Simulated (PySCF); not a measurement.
**H₂OF₂, a complex of two parts: interaction energy**

One table from this session's results is given with a row withheld; the runs are named, their logs left out.

Programs: PySCF 2.14.0. All values are calculated, for the isolated system unless a continuum is named. Atoms count from 0, parts from 1.

### Starting point

5 atoms, charge 0, multiplicity 1; geometry: GFN2-xTB. Parts: 1 = atoms 0–1, `FF`, charge 0; 2 = atoms 2–4, `O`, charge 0.

The first run:

What the job is given:

```
{"job": {"xc": "PBE0", "basis": "def2-TZVPD", "d3": "d3bj", "grid": 3, "kind": "geom", "shake": 0.01}, "charge": 0, "multiplicity": 1, "parts": [{"atoms": "0-1", "charge": 0, "multiplicity": 1}, {"atoms": "2-4", "charge": 0, "multiplicity": 1}]}
F      0.853019    -0.085479    -0.020804
F     -0.559504    -0.241466     0.087108
O     -2.839840     2.619765    -0.448701
H     -3.069587     2.849342     0.444774
H     -2.188704     1.899663    -0.373056
```

Launch:

```console
$ OMP_NUM_THREADS=1 python cluster_run.py task.json out
```

The driver reads the jobs from task.json and runs them one after another.

Among the steps run: Relaxing the molecule at PBE0-D3(BJ)/def2-TZVPD; Coupled-cluster interaction energy: CCSD(T) and MP2, 2.84 Å; Coupled-cluster interaction energy: CCSD(T) and MP2, 2.98 Å; Coupled-cluster interaction energy: CCSD(T) and MP2, 3.12 Å; Coupled-cluster interaction energy: CCSD(T) and MP2, 2.70 Å; Coupled-cluster interaction energy: CCSD(T) and MP2, 3.55 Å; Coupled-cluster interaction energy: CCSD(T) and MP2, 2.56 Å; Coupled-cluster interaction energy: CCSD(T) and MP2, 4.26 Å; Coupled-cluster interaction energy: CCSD(T) and MP2, 5.68 Å.

One table of the session follows, with a row left open; its other results are not shown here.

It belongs to the step «Coupled-cluster interaction energy: CCSD(T) and MP2, 5.68 Å». 

| method | interaction energy (kcal/mol) |
| --- | --- |
| HF/aug-cc-pVDZ | -0.010 |
| MP2/aug-cc-pVDZ | -0.019 |
| CCSD/aug-cc-pVDZ | -0.017 |
| CCSD(T)/aug-cc-pVDZ | -0.018 |
| HF/aug-cc-pVQZ | ? |
| MP2/aug-cc-pVQZ | -0.018 |
| SCS-MP2/aug-cc-pVQZ | -0.016 |
| MP2, extrapolated | -0.018 |
| CCSD(T), limit estimate | -0.018 |

**Question.** Estimate the row for HF/aug-cc-pVQZ.

The run gave: interaction energy (kcal/mol): -0.008. In the column «interaction energy (kcal/mol)» it is the highest.
